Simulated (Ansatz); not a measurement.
# Heat of formation of OCS (carbonyl sulfide) from total energies

OCS has 3 atoms, charge 0, and is taken as a singlet. As SMILES, `O=C=S`. The shape is that of a PBE0-D4/def2-TZVP optimisation.

```xyz
3

O     0.9220    0.6844    0.5821
C     0.0967    0.0718    0.0611
S    -1.0187   -0.7562   -0.6432
```

Total energies at RPA@PBE/def2-TZVP, 7 core orbitals frozen (Ansatz 0.2.0); the atoms run unrestricted:

| species | state | energy (Eh) |
| --- | --- | --- |
| OCS | singlet | -511.135340 |
| O | triplet | -75.073853 |
| C | triplet | -37.853974 |
| S | triplet | -397.723031 |

Harmonic wavenumbers at PBE0-D4/def2-TZVP, in cm⁻¹: 539, 539, 900, 2156.

Measured heats of formation of the gaseous atoms at 298.15 K, in kJ/mol: O 249.2, C 716.9, S 277.0. Spin-orbit lowering of the atoms at 298 K (mean of the ground term's levels less their thermal mean, from spectra), in kJ/mol: O 0.40, C 0.02, S 1.88. Take 1 Eh = 2625.50 kJ/mol, 1 cm⁻¹ = 0.0119627 kJ/mol, RT = 2.479 kJ/mol.

**Question.** Work out the heat of formation of the gas at 298 K.

**Answer.** 
1. Electronic atomisation energy: (-75.073853) + (-37.853974) + (-397.723031) − (-511.135340) = 0.484482 Eh = 1272.0 kJ/mol.
2. Zero-point energy: half the sum of the wavenumbers, 2067 cm⁻¹ = 24.7 kJ/mol.
3. Thermal vibrational enthalpy, Σ hcν̃/(exp(hcν̃/kT) − 1): 1.2 kJ/mol. Translation, rotation and pV of a linear molecule: 3.5 RT = 8.7 kJ/mol.
4. The 3 free atoms carry 5/2 RT each: 18.6 kJ/mol.
5. Spin-orbit coupling lowers the free atoms by 0.40 + 0.02 + 1.88 = 2.3 kJ/mol.
6. Atomisation enthalpy at 298 K: 1272.0 − 2.3 − 24.7 − 1.2 − 8.7 + 18.6 = 1253.7 kJ/mol.
7. Sum of the atoms' heats of formation: 1243.1 kJ/mol. Heat of formation: 1243.1 − 1253.7 = -10.6 kJ/mol.

The tabulated value is -138.4 kJ/mol (NIST-JANAF tables), so this level is off by +127.8 kJ/mol, or 9.3 % of the atomisation enthalpy that the table implies (1381.5 kJ/mol). Anharmonicity and any spin-orbit splitting of the molecule are left out, and cores are frozen in the wave-function part.
